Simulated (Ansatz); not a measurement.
# [BH4]− (borohydride) at CCSD/6-31G

What is the vertical singlet–triplet gap of [BH4]− (borohydride) at CCSD/6-31G? 

The results are computed with Ansatz 0.2.0.

5 further runs of the same task are left out: 4 that didn't finish, 1 set aside as unsound or not needed.

## (1) The molecule

[BH4]− has 5 atoms, charge -1, and is taken as a singlet. SMILES: `[BH4-]`. Geometry: relaxed at GFN2-xTB.

Bond lengths: B1–H2 1.228 Å, B1–H3 1.229 Å, B1–H4 1.229 Å, B1–H5 1.229 Å. Angles: H2–B1–H3 109.5°, H2–B1–H4 109.5°, H2–B1–H5 109.5°, H3–B1–H4 109.5°, H3–B1–H5 109.4°, H4–B1–H5 109.5°.

## (2) The energy at CCSD/6-31G

The input, molecule.yaml:

```yaml
crystal:
  periodic: [false, false, false]
  atoms:
    - {symbol: B, position_ang: [0.000100, 0.000170, -0.000110]}
    - {symbol: H, position_ang: [0.683660, 0.997010, 0.217690]}
    - {symbol: H, position_ang: [0.726340, -0.988490, -0.067070]}
    - {symbol: H, position_ang: [-0.600410, 0.139700, -1.063360]}
    - {symbol: H, position_ang: [-0.809690, -0.148380, 0.912850]}
basis:
  gaussian:
    orbitals: 6-31G
total_charge: -1
accuracy: high
scf:
  omitted_lower_state_checks: [cluster_reference, increment]
correlation:
  method: ccsd
  frozen_orbitals: {B: 1, H: 0}
```

Started as:

```
$ ansatz run molecule.yaml --threads 1 --pin off --max-ram 2610MiB --events-out events.jsonl --progress --plain --runs-dir runs
```

Standard output (excerpt; [...] marks lines left out):

```text
Warning: RAYON_NUM_THREADS=1 ignored (pool sized by the plan → 1); use --threads N
Functional definition: HF
  name "HF"
[...]
414 factors; integrals over basis functions are off by at most 3.1e-9 eV
[...]
mean field -733.39155240 eV, -26.9516424400 hartree, gradient 1.2e-8 eV, S^2 0.000000; 0 other end points of the search recorded, 0 dependent functions left out
1 core orbitals not correlated: weight in the atoms' cores, before any rotation towards them, 1.000 or more for the frozen orbitals, at most 0.000 for the correlated occupied ones
reference -733.39155240 eV, -26.9516424400 hartree; 4, 4 occupied and 12, 12 virtual orbitals, 414 factors
second order -2.09465279 eV of doubles, -0.00000000 eV of singles
cycle   1  -2.49266492 eV  change   -4.0e-1 eV  update   4.5e-2
[...]
cycle  16  -2.65637430 eV  change   9.1e-10 eV  update  8.2e-10
Total energy: -736.04792670 eV, -27.0492623950 hartree
Checks for a lower state left out: cluster_reference, increment
```

Wall time 0.2 s (1 thread of Intel Xeon Platinum 8259CL at 2.50GHz (Skylake/Cascade Lake), shared host).

## (3) The triplet

The input, input.yaml:

```yaml
crystal:
  periodic: [false, false, false]
  atoms:
    - {symbol: B, position_ang: [0.000100, 0.000170, -0.000110]}
    - {symbol: H, position_ang: [0.683660, 0.997010, 0.217690]}
    - {symbol: H, position_ang: [0.726340, -0.988490, -0.067070]}
    - {symbol: H, position_ang: [-0.600410, 0.139700, -1.063360]}
    - {symbol: H, position_ang: [-0.809690, -0.148380, 0.912850]}
basis:
  gaussian:
    orbitals: 6-31G
total_charge: -1
magnetization:
  spin_polarized: true
  initial_magnetization: 2
correlation:
  method: ccsd
  frozen_orbitals: {B: 1, H: 0}
accuracy: high
scf:
  omitted_lower_state_checks: [cluster_reference, increment]
```

Started as:

```
$ ansatz run input.yaml --threads 1 --pin off --max-ram 2610MiB --events-out events.jsonl --progress --plain --runs-dir runs
```

Standard output (excerpt; [...] marks lines left out):

```text
Warning: RAYON_NUM_THREADS=1 ignored (pool sized by the plan → 1); use --threads N
[... 2 set-up lines as earlier in the session ...]
[...]
414 factors; integrals over basis functions are off by at most 3.1e-9 eV
[...]
mean field -723.70656587 eV, -26.5957257496 hartree, gradient 2.5e-8 eV, S^2 2.007968; 8 other end points of the search recorded, 0 dependent functions left out
1 core orbitals not correlated: weight in the atoms' cores, before any rotation towards them, 1.000 or more for the frozen orbitals, at most 0.000 for the correlated occupied ones
reference -723.70656587 eV, -26.5957257496 hartree; 5, 3 occupied and 11, 13 virtual orbitals, 414 factors
second order -1.84982698 eV of doubles, -0.00000000 eV of singles
cycle   1  -2.22888773 eV  change   -3.8e-1 eV  update   4.9e-2
[...]
cycle  47  -2.44438752 eV  change   5.5e-10 eV  update  7.9e-10
Total energy: -726.15095339 eV, -26.6855553341 hartree
Checks for a lower state left out: cluster_reference, increment
```

Run time: 0.6 s. Hardware: 1 thread of Intel Xeon Platinum 8259CL at 2.50GHz (Skylake/Cascade Lake), shared host.

## (4) Outcome

At CCSD/6-31G, 1 core orbital frozen:

| quantity | value |
| --- | --- |
| singlet: total energy | -27.04926 Eh |
| singlet: correlation energy (1 core orbital frozen) | -97.6 mEh |
| singlet: T1 diagnostic | 0.007 |
| triplet: total energy | -26.68556 Eh |
| triplet: correlation energy (1 core orbital frozen) | -89.8 mEh |
| triplet: ⟨S²⟩ of the reference determinant | 2.008 |
| triplet: T1 diagnostic | 0.024 |
| vertical energy of the triplet above the singlet | 9.897 eV |

**Reading.** At this shape the triplet lies 9.90 eV (955 kJ/mol) above the singlet. For an anion a state so high probably lies above electron detachment.
